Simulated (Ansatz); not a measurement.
Molecule: Si2, charge 0, multiplicity 3. SMILES: [Si]=[Si]
Geometry: optimised at B3LYP-D3(BJ)/def2-TZVP (Ansatz, a first-principles code).

Quantity: atomisation energy (electronic, to ground-state atoms), in kcal/mol. Cores are frozen in the correlated levels unless marked. Open shells are spin-unrestricted. Spin-orbit coupling is left out. Non-relativistic unless marked X2C. The coupled-cluster limit lacks core correlation, which all-electron functionals hold. CBS(X,Y): correlation extrapolated as X^-3; Hartree-Fock from the larger set (for Q and 5 zeta extrapolated as (X+1)exp(-9√X)).

```json
[
 {"level": "HF/cc-pV(D+d)Z", "program": "Ansatz", "atomisation energy (kcal/mol)": "38.9"}
]
```

What does CCSD(T)/CBS(cc-pV(Q+d)Z,cc-pV(5+d)Z) (Ansatz) give?

75.8 kcal/mol, so HF/cc-pV(D+d)Z differs from it by -36.9 kcal/mol.
